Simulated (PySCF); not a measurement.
## Atomic charges against the basis set

Species: C₃HO₂ (charge -1).
Numbering: `[CH:1]#[C:2][C:3](=[O:4])[O-:5]` (hydrogens: H6 on C1)

PBE0 throughout (PySCF), one geometry, spherical d and f functions. Geometry: PBE0-D3(BJ)/def2-SVP; no solvent, vibrations or thermal averaging. The geometry's basis has no diffuse functions. Atoms taken as equivalent share a column and are averaged.

Mulliken charges (e):

| basis | functions | C1 | C2 | C3 | O4/O5 | H6 |
| --- | --- | --- | --- | --- | --- | --- |
| STO-3G | 26 | -0.266 | -0.110 | +0.133 | -0.402 | +0.046 |
| 6-31G | 47 | -0.596 | +0.097 | +0.434 | -0.565 | +0.195 |
| pcSseg-0 | 47 | -0.509 | -0.061 | +0.642 | -0.640 | +0.208 |
| 6-31G* | 72 | -0.587 | +0.187 | +0.427 | -0.590 | +0.152 |
| def2-SVP | 75 | -0.551 | +0.243 | +0.165 | -0.418 | -0.021 |
| cc-pVDZ | 75 | -0.446 | +0.305 | +0.016 | -0.408 | -0.059 |
| aug-cc-pVDZ | 124 | +0.912 | -0.606 | +0.719 | -0.704 | -0.617 |
| 6-311+G(2d,p) | 141 | -1.245 | +0.930 | +0.379 | -0.590 | +0.116 |
| def2-TZVP | 161 | -0.377 | -0.007 | +0.235 | -0.481 | +0.111 |
| cc-pVTZ | 164 | -0.417 | +0.015 | +0.251 | -0.470 | +0.092 |
| IGLO-III | 185 | -0.287 | -0.042 | +0.383 | -0.580 | +0.106 |

IAO charges (e):

```json
{"basis": "STO-3G", "functions": "26", "C1": "-0.299", "C2": "-0.121", "C3": "+0.168", "O4/O5": "-0.427", "H6": "+0.106"}
{"basis": "6-31G", "functions": "47", "C1": "-0.338", "C2": "-0.071", "C3": "+0.440", "O4/O5": "-0.596", "H6": "+0.161"}
{"basis": "pcSseg-0", "functions": "47", "C1": "-0.333", "C2": "-0.073", "C3": "+0.426", "O4/O5": "-0.586", "H6": "+0.151"}
{"basis": "6-31G*", "functions": "72", "C1": "-0.346", "C2": "-0.070", "C3": "+0.503", "O4/O5": "-0.621", "H6": "+0.154"}
{"basis": "def2-SVP", "functions": "75", "C1": "-0.349", "C2": "-0.064", "C3": "+0.489", "O4/O5": "-0.614", "H6": "+0.152"}
{"basis": "cc-pVDZ", "functions": "75", "C1": "-0.359", "C2": "-0.069", "C3": "+0.495", "O4/O5": "-0.612", "H6": "+0.157"}
{"basis": "aug-cc-pVDZ", "functions": "124", "C1": "-0.354", "C2": "-0.063", "C3": "+0.522", "O4/O5": "-0.638", "H6": "+0.170"}
{"basis": "6-311+G(2d,p)", "functions": "141", "C1": "-0.354", "C2": "-0.062", "C3": "+0.522", "O4/O5": "-0.638", "H6": "+0.170"}
{"basis": "def2-TZVP", "functions": "161", "C1": "-0.357", "C2": "-0.063", "C3": "+0.525", "O4/O5": "-0.636", "H6": "+0.168"}
{"basis": "cc-pVTZ", "functions": "164", "C1": "-0.360", "C2": "-0.064", "C3": "+0.521", "O4/O5": "-0.631", "H6": "+0.167"}
{"basis": "IGLO-III", "functions": "185", "C1": "-0.357", "C2": "-0.063", "C3": "+0.523", "O4/O5": "-0.637", "H6": "+0.170"}
```

Hirshfeld charges (e):

```tsv
basis	functions	C1	C2	C3	O4/O5	H6
STO-3G	26	-0.227	-0.123	+0.082	-0.380	+0.029
6-31G	47	-0.215	-0.084	+0.116	-0.437	+0.058
pcSseg-0	47	-0.217	-0.095	+0.105	-0.422	+0.053
6-31G*	72	-0.224	-0.080	+0.113	-0.432	+0.055
def2-SVP	75	-0.221	-0.084	+0.104	-0.424	+0.049
cc-pVDZ	75	-0.226	-0.089	+0.096	-0.415	+0.049
aug-cc-pVDZ	124	-0.210	-0.086	+0.091	-0.423	+0.051
6-311+G(2d,p)	141	-0.210	-0.087	+0.088	-0.422	+0.053
def2-TZVP	161	-0.214	-0.084	+0.095	-0.424	+0.051
cc-pVTZ	164	-0.217	-0.084	+0.098	-0.423	+0.050
IGLO-III	185	-0.211	-0.085	+0.091	-0.423	+0.051
```

Problem. Which scheme is steadiest as the basis changes?

Solution. Largest range over the bases for any column: Hirshfeld 0.06 e, IAO 0.36 e, Mulliken 2.16 e. Hirshfeld charges move least and Mulliken charges most, counted in e. Without the minimal STO-3G basis the ranges are Hirshfeld 0.03, IAO 0.10, Mulliken 2.16 e.

Problem. How much do the charges still move between the two largest bases, cc-pVTZ and IGLO-III?

Solution. At most, over all atoms: Mulliken 0.132 e, IAO 0.006 e, Hirshfeld 0.007 e.

Problem. What do the same runs give for the total energy and the frontier levels?

Solution. 
```csv
basis,energy (Eh),HOMO (eV),LUMO (eV)
STO-3G,-261.3767,4.46,10.49
6-31G,-264.9539,-1.09,5.36
pcSseg-0,-264.4245,-1.08,5.29
6-31G*,-265.0338,-0.93,5.55
def2-SVP,-264.8467,-1.13,5.22
cc-pVDZ,-265.0616,-0.99,5.36
aug-cc-pVDZ,-265.1000,-1.87,2.87
"6-311+G(2d,p)",-265.1441,-1.90,3.48
def2-TZVP,-265.1644,-1.71,4.66
cc-pVTZ,-265.1492,-1.54,4.86
IGLO-III,-265.1697,-1.83,4.42
```

Where the HOMO energy of this anion is positive, the outermost electrons may be held by the finite basis alone.
